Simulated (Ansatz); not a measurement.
# CH2SSi (SMILES C#[Si]S): single points off equilibrium

An exercise on one series of results from a longer session: the logs are not shown, and one member is left open.

The runs use Ansatz 0.2.0, Gaussian basis; single points in def2-TZVPP.

Correlated methods freeze the cores.

## The starting structure

SMILES `C#[Si]S`, 5 atoms, charge 0, spin multiplicity 1.

Atoms are counted from 1 here; the program's logs count them from 0.

Bond lengths: C1–Si2 1.725 Å, C1–H4 1.033 Å, Si2–S3 2.192 Å, S3–H5 1.340 Å. Angles: Si2–C1–H4 116.4°, C1–Si2–S3 164.3°, Si2–S3–H5 94.3°.

Geometry (Å):

```mol
CH2SSi
  3D, bonds by distance, orders not assigned

  5  4  0  0  0  0  0  0  0  0999 V2000
   -1.6684   -0.1036   -0.8112 C   0  0
   -0.1748    0.2926   -0.0439 Si  0  0
    1.9360    0.7059    0.3806 S   0  0
   -2.5087   -0.1022   -0.2103 H   0  0
    2.2409   -0.5752    0.6291 H   0  0
  1  2  8  0
  1  4  8  0
  2  3  8  0
  3  5  8  0
M  END
```

The first run:

Input file run/in.yaml:

```yaml
crystal:
  periodic: [false, false, false]
  atoms:
    - {symbol: C, position_ang: [-1.668400, -0.103600, -0.811200]}
    - {symbol: Si, position_ang: [-0.174800, 0.292600, -0.043900]}
    - {symbol: S, position_ang: [1.936000, 0.705900, 0.380600]}
    - {symbol: H, position_ang: [-2.508700, -0.102200, -0.210300]}
    - {symbol: H, position_ang: [2.240900, -0.575200, 0.629100]}
basis:
  gaussian: {orbitals: def2-TZVPP}
correlation: {method: ccsd_t}
output: {forces: true}
```

The command line of these runs was not kept.

Steps of the session up to this table: CCSD(T)/def2-TZVPP; PBE0-D4/def2-TZVPP; wB97M-V/def2-TZVPP; r2SCAN-D4/def2-TZVPP; PBE-D4/def2-TZVPP; SPW92/def2-TZVPP; HSE06-D4/def2-TZVPP.

One table of the session follows, with a row left open; its other results are not shown here.

```
   method  RMS force component (eV/Å)  angle to CCSD(T) forces (°)  dipole (D)
  CCSD(T)                       1.181                    reference        2.47
  PBE0-D4                       1.361                          9.6        2.96
  wB97M-V                           ?                            ?           ?
r2SCAN-D4                       1.311                          7.3        2.89
   PBE-D4                       1.308                          7.4        2.81
    SPW92                       1.454                          9.3        2.89
 HSE06-D4                       1.355                          9.2        2.95
```

**Question.** Estimate the row for wB97M-V.

**Answer.** RMS force component (eV/Å): 1.391; angle to CCSD(T) forces (°): 13.9; dipole (D): 3.12. In the column «RMS force component (eV/Å)» it lies between PBE0-D4 (1.361) and SPW92 (1.454).
